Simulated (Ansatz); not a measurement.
KLaGeS4 (P2₁, No. 4; cell taken from a computed entry), treated with LDA (Ansatz, an electronic-structure program, plane waves, PAW).

Run with plane-wave cutoff 520 eV, 6×6×4 k mesh (along the axes of the cell as run), Fermi–Dirac smearing 0.01 eV, scalar-relativistic PAW data made under PBE.

Cell (relaxed with PBEsol):

KLaGeS4 is taken in the monoclinic space group P2₁ (No. 4), Pearson symbol mP14. Conventional cell: a = 6.6276 Å, b = 6.6700 Å, c = 8.6796 Å, α = γ = 90.00°, β = 107.32°. K on 2a is coordinated by 8 S at 3.235–3.609 Å. La on 2a sees 7 S at 2.883–3.054 Å and 2 S at 4.022–4.119 Å. Ge on 2a is surrounded by 4 S at 2.187–2.230 Å (tetrahedral). S1 on 2a has 1 Ge at 2.223 Å and 2 La at 2.957–2.970 Å and 2 K at 3.351–3.385 Å (square pyramidal). S2 on 2a is surrounded by 1 Ge at 2.187 Å and 1 La at 2.883 Å and 1 K at 3.235 Å and 1 K at 3.397 Å and 1 K at 3.609 Å. S3 on 2a is surrounded by 1 Ge at 2.218 Å and 2 La at 2.911–2.947 Å and 1 K at 3.289 Å and 1 K at 3.507 Å (square pyramidal). S4 on 2a is surrounded by 1 Ge at 2.230 Å and 2 La at 2.920–3.054 Å and 2 La at 4.022–4.119 Å and 1 K at 3.257 Å. (Neighbours: up to the widest gap in distance over summed covalent radii, below 1.35, at either atom; cation-cation and far metal-metal contacts left out.)

Task: Give the computed band gap and smallest direct gap on the k points sampled.

Result: 
band gap: 2.17 eV
smallest direct gap on the k points sampled: 2.28 eV

Note: cell and atoms aren't relaxed at this level (largest force component 0.11 eV/Å, pressure -1.7 GPa).

Spin–orbit coupling is not included.

Computed values are for the static lattice.

Cost on a shared machine: very roughly 13 core-minutes.
